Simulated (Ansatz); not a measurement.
## Down a group: atomization energies of H₃Si–O, H$_{3}$Ge–O

Ansatz 0.2.0, basis cc-pVDZ; geometries are PBE0/def2-TZVP minima. Wave-function levels freeze the cores with the filled d shells of p-block atoms; HF, MP2 and coupled cluster are restricted for singlets and unrestricted otherwise, atoms included, restricted open-shell where a d shell is frozen. The reference is CCSDT(Q) (coupled cluster only where its series has nearly closed). An error is the level's value less the reference. None of these values is a measured one. Energies are electronic, without zero-point terms. No spin–orbit coupling and no scalar relativity. The set is small: it underbinds, by tens of kJ/mol for each bond, so near ties and functionals' places can change in larger sets. The species are chosen: bound, without strong static correlation by their natural occupations or amplitudes, in their lowest spin state as far as vertical gaps and like structures tell, and with a ladder that closes on the reference, so errors are smaller than for species at large; levels whose determinant breaks symmetry or spin markedly are left out.

```json
{"species": "H3Si–O, doublet", "bonds (Å)": "O–Si 1.657, Si–H 1.485/1.493, angles at Si 101/110/112°", "quantity": "atomization", "symmetry of the states": "–", "reference": "CCSDT(Q)", "value (kJ/mol)": "1247.7", "error CCSD": "-11.0", "error CCSD(T)": "-2.0", "error CCSDT": "-0.9"}
{"species": "H3Ge–O, doublet", "bonds (Å)": "O–Ge 1.795, Ge–H 1.536/1.537, angles at Ge 102/110/112°", "quantity": "atomization", "symmetry of the states": "–", "reference": "CCSDT(Q)", "value (kJ/mol)": "1117.7", "error CCSD": "-11.9", "error CCSD(T)": "-2.3", "error CCSDT": "-1.0"}
```

The reference falls from Si to Ge, by 130.0 kJ/mol in all.
